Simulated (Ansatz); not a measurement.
Reaction (ligand exchange at a B–N bond): `NBN` + HCl → `NBCl` + NH₃

Program: Ansatz. Geometries: PBE0-D4/def2-TZVP. ΔE: electronic, gas phase. CCSD(T)/CBS is the MP2 limit (def2-TZVPP, def2-QZVPP) plus CCSD(T) − MP2 in def2-TZVPP, frozen cores. This one scheme is used for every species. DFT in def2-TZVPP. HSE06 is defined as in plane-wave codes. Each species was taken in one conformer, which may not be the lowest.

Question: Is it downhill or uphill in electronic energy at CCSD(T)/CBS, and by how much? (An estimate is asked.)

Answer: The calculation gave: Nearly level: ΔE = -1.4 kJ/mol.

Question: What do these levels give: r2SCAN-D4, HSE06-D4, PBE, PBE0, RPA@PBE/def2-TZVPP, CCSD(T)/def2-SVP? (Estimate.)

Answer: Computed: r2SCAN-D4 -2.0, HSE06-D4 -0.9, PBE -1.8, PBE0 -0.6, RPA@PBE/def2-TZVPP -1.5, CCSD(T)/def2-SVP -0.4 kJ/mol.

Largest T1 diagnostic among the species: 0.011.

Leaving LDA and LC-ωPBE aside and taking each functional with its dispersion term where it has one, the values, not all of them listed here, spread over 10.0 kJ/mol, from B97M-V to CAM-B3LYP-D4. LDA lies +9.8 kJ/mol from PBE without D4.
